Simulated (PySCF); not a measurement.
O3, SMILES O=[O+][O-]. Coordinates come from a PBE0-D3(BJ)/def2-TZVP optimisation. The molecule may have multireference character, which single-reference levels describe poorly.

Computed equilibrium geometry at PBE0-D3(BJ)/def2-TZVP (PySCF confirms it by a frequency run) as bond lengths and angles, and its point group:
point group C2v.
Atoms: O1 O2 O3. Bonds (Å): O1–O2 1.238, O2–O3 1.238. Bond angles (°): O1–O2–O3 118.4.
